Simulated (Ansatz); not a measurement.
## TlInSe2 (I4/mcm, No. 140)

Method: HSE06 (Ansatz, a program for electronic structure, plane waves, PAW).

Numerical settings: plane-wave cutoff 460 eV, 4×4×4 k mesh, Fermi–Dirac smearing 0.01 eV, scalar-relativistic PAW data made under PBE.

Cell: measured lattice: a = 8.075 Å, b = 8.075 Å, c = 6.847 Å, α = 90.00°, β = 90.00°, γ = 90.00°.

```
Property                              Result
---------------  ---------------------------
band gap         1.12 eV (on the SCF k mesh)
direct gap at Γ                      3.90 eV
```

Measured, for comparison: band gap 1.12 eV (temperature not stated, not corrected to a static lattice, thermal gap; as tabulated in arXiv:0804.1639).

Note: cell and atoms aren't relaxed at this level (pressure 1.5 GPa).

Spin–orbit coupling is not included; with these elements it can move the gap by several tenths of an eV or more.
